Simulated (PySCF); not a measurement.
C5H5N.
Cartesian coordinates in Å at the PBE0-D3(BJ)/def2-SVP level; atoms count from 1:
```xyz
11
C5H5N angstrom
N      3.0877    0.2903    0.4954
C      1.9499    0.1395    0.3235
C      0.5580   -0.0124    0.0920
C     -0.3596   -0.9243    0.4745
C     -1.4886   -0.2388   -0.2463
C     -0.4365    0.8185   -0.6921
H     -0.2998   -1.8284    1.0845
H     -2.2960    0.1476    0.3972
H     -1.9470   -0.8163   -1.0658
H     -0.6003    1.8370   -0.3076
H     -0.2508    0.8705   -1.7760
```

The closed-shell ground state was solved at several levels (PySCF, density fitting, gas phase, non-relativistic).

```csv
level,basis functions,HOMO (eV),LUMO (eV),gap (eV),dipole (D)
LC-wPBE/def2-SVPD,160,-10.45,0.77,11.22,4.54
PBE/def2-SVPD,160,-6.76,-2.42,4.34,4.45
PBE0/def2-SVPD,160,-7.85,-1.48,6.37,4.53
PBE0/aug-cc-pVDZ,183,-7.80,-1.46,6.34,4.55
PBE0/6-31+G*,118,-7.79,-1.42,6.37,4.62
LDA/def2-SVPD,160,-6.94,-2.64,4.30,4.59
B3LYP/def2-SVPD,160,-7.63,-1.70,5.93,4.52
PBE0/6-31G*,94,-7.58,-1.13,6.45,4.37
mPW1PW91/pcSseg-2,286,-7.84,-1.49,6.35,4.56
PBE0/def2-SVP,109,-7.76,-1.34,6.42,4.31
wB97X-D/def2-SVPD,160,-9.64,0.29,9.93,4.58
```

What might HF/def2-SVPD (160 basis functions) give for the same quantities?

HOMO -10.19 eV, LUMO 2.32 eV, gap 12.51 eV, dipole 4.78 D.

Over all these levels, which gives the widest orbital gap and which the narrowest?

HF/def2-SVPD (Hartree–Fock, all exact exchange) has the widest, 12.51 eV, and LDA/def2-SVPD (LDA) the narrowest, 4.30 eV. The two share the basis. From the narrowest to the widest the HOMO moves by -3.25 eV and the LUMO by +4.96 eV.

How much does the basis alone move the frontier levels among the 5 PBE0 rows?

The HOMO by 0.27 eV and the LUMO by 0.35 eV. By rising basis size (HOMO, LUMO in eV): 6-31G* -7.58, -1.13; def2-SVP -7.76, -1.34; 6-31+G* -7.79, -1.42; def2-SVPD -7.85, -1.48; aug-cc-pVDZ -7.80, -1.46.

In the def2-SVPD basis, how does the gap go with the fixed share of exact exchange?

LDA (0 %) 4.30 eV; PBE (0 %) 4.34 eV; B3LYP (20 %) 5.93 eV; PBE0 (25 %) 6.37 eV; HF (100 %) 12.51 eV. Each rise in the share widens the gap here.

How far do the dipole and the HOMO energy spread over the levels?

The dipole runs from 4.31 to 4.78 D (mean 4.53 D) and the HOMO from -10.45 to -6.76 eV.
